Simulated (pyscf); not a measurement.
PySCF, gas phase, ωB97X-D3(BJ)/def2-SVP geometries.

Q: For the elementary gas-phase step `[NH][SiH2][F]` [doublet] + `[H][H]` → `[NH2][SiH2][F]` + `[H]` [doublet] (doublet surface; H–H broken, H–N formed), what barrier and reaction energy does ωB97M-D3(BJ)/def2-TZVP give, measured from the separated reactants?

A: ΔE‡ = 0.32 eV, ΔE = -0.47 eV. Zero-point energy shifts the barrier by +0.06 eV. It is a hydrogen abstraction, with an imaginary mode of 1129i cm⁻¹. •HN–SiH₂–F lies 0.77 eV over its isomer H₂N–SiH•–F (electronic energy, ωB97M-D3(BJ)/def2-TZVP). This is the saddle that the search found; another between the same sides may lie lower. The angle at the transferred H is 158°.
